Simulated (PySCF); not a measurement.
## Shieldings and the share of exact exchange

Molecule: `C(#C)[C@@H](C)CF`, C5H7F.

Geometry (Å), atoms numbered from 1 in this order:
```xyz
13

C     2.437   -0.537    0.482
C     1.315   -0.360    0.061
C    -0.046   -0.133   -0.418
C    -1.077   -0.961    0.350
C    -0.367    1.359   -0.356
F    -1.613    1.585   -0.882
H     3.434   -0.699    0.848
H    -0.084   -0.422   -1.484
H    -0.882   -2.036    0.235
H    -1.046   -0.719    1.423
H    -2.085   -0.740   -0.030
H    -0.353    1.708    0.691
H     0.375    1.937   -0.931
```

GIAO shieldings (ppm, equivalent atoms averaged) in PySCF on the PBE0-D3(BJ)/def2-SVP geometry, basis pcSseg-1, gas phase, non-relativistic:

| functional | exact exchange (%) | σ(C5) | σ(C3) | σ(F6) |
| --- | --- | --- | --- | --- |
| BLYP | 0 | 84.0 | 142.7 | 395.4 |
| BP86 | 0 | 89.9 | 148.3 | 400.1 |
| PBE | 0 | 90.2 | 148.6 | 398.6 |
| B3LYP | 20 | 90.7 | 148.9 | 409.4 |
| mPW1PW91 | 25 | 97.2 | 154.7 | 414.8 |
| BHandHLYP | 50 | 99.3 | 156.5 | 425.1 |
| HF | 100 | 112.8 | 167.9 | 444.1 |

Question: Fit each shielding as a line in the percentage of exact exchange.

Answer: σ(C5) = 88.0 + 0.25 x (rms 2.4 ppm); σ(C3) = 146.6 + 0.21 x (rms 2.2 ppm); σ(F6) = 399.5 + 0.47 x (rms 2.4 ppm). The functionals also differ in their semilocal parts, which the line can't hold; Hartree–Fock has no correlation at all.

Question: What does the line predict for PBE0 (25 %), and what does the run give?

Answer: σ(C5): 94.2 predicted, 97.9 computed; σ(C3): 151.8 predicted, 155.5 computed; σ(F6): 411.2 predicted, 414.7 computed ppm.
